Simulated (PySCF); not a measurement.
**N₂: from the state search to spectroscopic constants**

An exercise on one series of results from a longer session: the logs are not shown, and one member is left open.

Program: PySCF 2.14.0. Level of theory: N cc-pVDZ, no relativity. These are calculated values, not measurements.

The first run:

A driver script around PySCF takes these settings:

- atoms: N, N
- charge: 0
- basis: N cc-pVDZ
- Hamiltonian: no relativity
- basis functions: 28
- electrons treated: 14
- masses in u: 14.0031, 14.0031
- levels: PBE0, PBE, r²SCAN, r²SCANh, r²SCAN0, B3LYP, HSE06, HF, MP2, SCS-MP2, CCSD, CCSD(T)
- grid: 80 radial by 434 angular points
- occupations: held fixed by the projection of orbital angular momentum
- dissociation limit: N + N, each in its ground configuration
- starting distance in angstrom: 1.310
- values of 2S to try: 0, 2, 4

Command:

```
OMP_NUM_THREADS=1 python dia.py task.json out
```

Steps of the session up to this table: The job; The PBE0 curve of the state that the search chose; Excited determinants; PBE; r²SCAN (meta-GGA); r²SCANh (hybrid meta-GGA); r²SCAN0 (hybrid meta-GGA); B3LYP (global hybrid GGA); HSE06; RHF; MP2 and coupled cluster.

One of the session's tables, all rows but one given; the rest of the session is left out.

Energy (eV) from each level's lowest point:

| R (Å) | RHF | RHF-MP2 | RHF-SCS-MP2 | RHF-CCSD | RHF-CCSD(T) |
| --- | --- | --- | --- | --- | --- |
| 0.949 | 2.190 | 3.317 | 3.231 | n/a | n/a |
| 0.993 | 0.848 | 1.675 | 1.605 | 1.446 | 1.530 |
| 1.037 | ? | ? | ? | ? | ? |
| 1.070 | 0.000 | 0.256 | 0.221 | 0.145 | 0.173 |
| 1.103 | 0.056 | 0.045 | 0.027 | 0.000 | 0.000 |
| 1.136 | 0.292 | 0.000 | 0.000 | 0.031 | 0.001 |
| 1.180 | 0.823 | 0.132 | 0.159 | 0.282 | 0.209 |
| 1.235 | 1.737 | 0.504 | 0.569 | 0.835 | 0.703 |
| 1.302 | 3.065 | 1.113 | 1.231 | 1.716 | 1.503 |
| 1.390 | 5.035 | 1.998 | 2.200 | n/a | n/a |

Q: Estimate the row for R (Å) = 1.037 from the others.

Worked estimate for «RHF». A straight line through the neighbours (0.993, 0.848) and (1.070, 0.000) gives 0.848 + (0.000 − 0.848) × (1.037 − 0.993) / (1.070 − 0.993) = 0.363; a parabola fitted to 4 rows on both sides gives 0.146.

The run gave: RHF: 0.171; RHF-MP2: 0.680; RHF-SCS-MP2: 0.629; RHF-CCSD: 0.513; RHF-CCSD(T): 0.566. In «RHF» the line misses by +0.192 and the parabola by -0.025.
